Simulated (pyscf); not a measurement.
# Four-centre exchange: `[F][SiH3]` + `[OH2]` → `[OH][SiH3]` + `[FH]`

Gas phase, singlet surface, charge 0. Bonds broken: Si1–F2, O6–H7. Bonds formed: Si1–O6, F2–H7. Structures and frequencies: ωB97X-D3(BJ)/def2-SVP in PySCF. Correlated levels are frozen-core, on RHF or UHF. ΔMP2 is the change of the MP2 total energy from the triple- to the quadruple-zeta basis.

Transition state (Å):

```xyz
8

Si    -0.1447     0.2872    -0.0322
F     -1.2385    -1.2947    -0.3538
H      0.6917     1.3081     0.7079
H     -1.3560     1.0887    -0.3534
H      0.7580    -0.1484    -1.1237
O     -0.1616    -0.8268     1.4592
H     -0.8905    -1.4011     0.8454
H     -0.4000    -0.4628     2.3213
```

One imaginary mode, 669i cm⁻¹; descent along it reached the two sides named, in the forms told below.

```tsv
bond	change	reactant side (Å)	saddle	product side
Si1–F2	breaks	1.639	1.950	3.1
O6–H7	breaks	0.967	1.113	1.706
Si1–O6	forms	2.8	1.862	1.696
F2–H7	forms	2.289	1.253	0.940
```

Electronic energies relative to the separated reactants (kcal/mol):

```tsv
level	barrier	reaction energy	reverse barrier
ωB97X-D3(BJ)/def2-TZVP	25.5	+10.2	15.3
PBE/def2-TZVP	21.6	+10.5	11.1
r²SCAN/def2-TZVP	23.1	+10.7	12.4
B3LYP-D3(BJ)/def2-TZVP	26.1	+10.7	15.4
PBE0-D3(BJ)/def2-TZVP	23.5	+9.9	13.6
M06-2X/def2-TZVP	25.5	+10.1	15.5
ωB97M-D3(BJ)/def2-TZVP	25.3	+10.5	14.9
HF/def2-TZVP	42.3	+11.4	30.9
MP2/def2-QZVPP	27.6	+10.0	17.5
CCSD/def2-TZVPP	30.6	+10.2	20.4
CCSD(T)/def2-TZVPP	28.2	+10.0	18.3
CCSD(T)/def2-TZVPP + ΔMP2(QZVPP)	28.7	+10.3	18.4
```

With CCSD(T)/def2-TZVPP + ΔMP2(QZVPP) energies and thermal terms (ideal gas, 1 atm, RRHO with modes under 100 cm⁻¹ raised to 100, one conformer, R ln 2 for rigid chiral ones), in kcal/mol:

```csv
T (K),ΔH‡,ΔG‡,ΔH,ΔG
298,27.9,37.8,+9.7,+9.5
600,27.8,48.0,+10.3,+9.0
900,28.3,58.1,+10.8,+8.3
1200,29.1,67.9,+11.2,+7.4
```

On the product side the descent ends in a complex, 7.6 kcal/mol under the separated species and 22.9 kcal/mol under the saddle at ωB97X-D3(BJ)/def2-TZVP. One saddle was located; it need not be the lowest between these sides. The CCSD(T) − MP2 part came from Ansatz, without density fitting, on the same reference.
